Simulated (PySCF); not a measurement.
# Assigning NMR signals

Cartesian coordinates in Å; atom numbers follow the order of the lines, from 1:
```xyz
11

C    -1.2759   -0.0520   -0.1369
C     0.1054    0.5532   -0.1281
C     1.2017   -0.4386    0.1691
F     0.1410    1.5503    0.8478
H    -1.4858   -0.5318    0.8218
H    -1.3542   -0.8045   -0.9248
H    -2.0305    0.7153   -0.3163
H     0.3017    1.0575   -1.0814
H     1.0224   -0.9253    1.1305
H     1.2377   -1.2071   -0.6063
H     2.1712    0.0605    0.2058
```

[PySCF 2.14: NMR shieldings at B97-2/pcSseg-2/GIAO; PBE0-D3(BJ)/def2-TZVP structure; non-relativistic; one conformer; no solvent; equivalent nuclei averaged]

δ = σ(ref) − σ, references computed at the same level: $^{13}$C (σref 185.38), $^{1}$H (σref 31.64) against TMS.

Question: Assign these signals to the numbered atoms. $^{13}$C{$^{1}$H} NMR (computed): δ 92.1 (CH), 25.0 (CH3).

Answer: 
92.1 → C2, sp3 CH bonded to F: deshielded by the electronegative neighbour
25.0 → C1/C3, methyl carbon: aliphatic region, no heteroatom directly attached

Question: Assign these signals to the numbered atoms. $^{1}$H NMR (500 MHz, computed): δ 4.81 (m, 1H), 1.25 (m, 6H).

Answer: 
4.81 → H8, hydrogen on an sp3 CH bonded to F: its carbon carries F, which withdraws density
1.25 → H5/H6/H7/H9/H10/H11, hydrogen on a methyl carbon

Splittings by $^{19}$F in the carbon and heteronuclear signals aren't shown, as no couplings were computed. Shifts are as computed. Against solution values, carbons near 30 ppm lie about +3 ppm off and those near 130 ppm about +7 ppm. Of 1211 compounds with measured shifts, 218 miss one by over three times the rms of a fit or turn the order of signals round; such compounds aren't used in these exercises. Multiplicities follow the n + 1 count of equivalent neighbours, as no J values were calculated; m marks all less simple cases, F and P coupling included.
